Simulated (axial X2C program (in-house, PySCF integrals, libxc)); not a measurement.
Results of a calculation; reference values are marked as such.
SiC: input and output

Program: an in-house all-electron X2C program for linear molecules (integrals from PySCF).

The run was started with this input:
```json
{"zs": [14, 6], "q": 0, "bas": ["dyall-v3z", "dyall-v3z"], "levels": ["PBE0", "HF", "BP86"], "cc": true, "r0": 1.74, "thr": -2.0, "nmax": 90, "npts": 10, "nst": 2, "ntry": 6}
```
```bash
python so2c.py task.json out
```

Keys: zs atomic numbers; q charge; bas basis sets; levels methods; cc coupled cluster on or off; r0 starting distance in Å; thr threshold in hartree for freezing inner shells (an s shell follows its p shell); nmax most natural virtual spinors; npts points on the curve; nst determinants followed; ntry starts of the search. HF also brings MP2.

Output of the HF step, two-component, at R = 1.723 Å for the state Ω = 2. It starts from PBE0 orbitals of this distance.

```
two-component X2C + atomic mean field  HF
basis functions 88  fitting functions 555  grid points 4356
iter        total energy     max residual
   1       -327.198667066     7.52e-02
   2       -327.213340558     1.01e-02
   3       -327.216699361     1.08e-02
   4       -327.219256882     8.44e-03
   5       -327.221766660     8.72e-03
   6       -327.225509004     4.14e-03
   7       -327.226595685     8.77e-04
   8       -327.226625224     4.98e-04
   9       -327.226635521     1.88e-04
  10       -327.226636997     1.09e-04
  11       -327.226637173     6.05e-05
  12       -327.226637308     3.13e-05
  13       -327.226637351     8.53e-06
  14       -327.226637353     7.31e-06
  15       -327.226637356     5.51e-06
  16       -327.226637359     1.54e-06
  17       -327.226637359     6.49e-07
converged
one-electron -503.35613285  Coulomb 175.92091615  exact exchange -25.55155915  xc functional 0.00000000  nuclear repulsion 25.79854075  atomic mean-field constant -0.03840226
correlated 8  virtual 144  natural virtual 90  E(MP2) -0.168435182  MP2 remainder -0.002753760
iter   CCSD correlation   residual
   1     -0.185260894   1.38e-01
   2     -0.196428075   7.92e-02
   3     -0.201292889   5.03e-02
   4     -0.205787896   3.32e-02
   5     -0.207388438   1.48e-02
   6     -0.207792191   5.39e-03
   7     -0.207864959   2.60e-03
   8     -0.207818338   1.47e-03
   9     -0.207825980   7.57e-04
  10     -0.207818498   2.64e-04
  11     -0.207824083   1.05e-04
  12     -0.207825706   4.60e-05
  13     -0.207827493   2.28e-05
  14     -0.207828365   1.14e-05
  15     -0.207828815   6.82e-06
  16     -0.207828947   4.15e-06
  17     -0.207828915   2.84e-06
  18     -0.207828857   2.05e-06
  19     -0.207828820   1.03e-06
  20     -0.207828814   3.96e-07
(T) -0.012737159  T1 0.1148  D1 0.2241  max T2 0.108
```
Energies are in hartree; totals compare only within one Hamiltonian and basis. T1 is large, a sign of multireference character or of a spin-contaminated reference. T1 in the output is the amplitude norm over the root of the electron number; divide by √2 for the Lee–Taylor value. The determinant is spin-polarised beyond a pure state at some levels (its spin-free form has ⟨S²⟩ too high), which makes Re and μ there less reliable.
